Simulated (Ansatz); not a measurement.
This geometry of H2 + H5NSi (9 atoms, charge 0, multiplicity 1) is a first-order saddle point.

Computed with Ansatz 0.2.0, RKS PBE-D4/def2-SVP.

```xyz
9
Properties=species:S:1:pos:R:3
Si 0.107 -0.041 0.102
N 0.097 -0.310 2.015
H -0.824 -0.390 2.474
H 0.677 0.359 2.545
H 1.380 0.430 -0.545
H -0.695 1.268 0.191
H -0.818 -0.920 -0.691
H 1.041 -1.623 0.513
H 0.684 -1.275 1.576
```

Question: Which two structures does it join? (They come from a converged band through this point; their orientation in space is the band's.)

Answer: Bonds broken: Si1–N2, H8–H9. Bonds formed: Si1–H8, N2–H9. H2 + H5NSi becomes H3N + H4Si.

First end point:

```xyz
9
Properties=species:S:1:pos:R:3
Si -0.258 0.557 -0.014
N 0.047 -0.091 1.586
H -0.756 -0.431 2.123
H 0.673 0.434 2.205
H 1.077 0.818 -0.658
H -1.047 1.849 -0.084
H -1.026 -0.481 -0.785
H 1.653 -2.911 1.980
H 1.286 -2.247 1.826
```

Last end point:

```xyz
9
Properties=species:S:1:pos:R:3
Si 0.458 0.081 -0.397
N -0.115 -0.667 2.322
H -1.123 -0.724 2.522
H 0.268 -0.005 3.012
H 0.761 0.475 -1.831
H 0.303 1.369 0.360
H -0.811 -0.719 -0.449
H 1.636 -0.726 0.065
H 0.271 -1.587 2.576
```

Question: How far does it lie above each of them?

Answer: 1.66 eV above the first and 1.65 eV above the second. This is the barrier of this one path; another mechanism may lie lower. The orbitals stay closed-shell, which can raise the energy where a bond breaks towards radicals; this wasn't checked here.

The run took 83 s on 2 threads of Arm Neoverse V2, with other jobs on the host, peak memory 0.11 GiB.
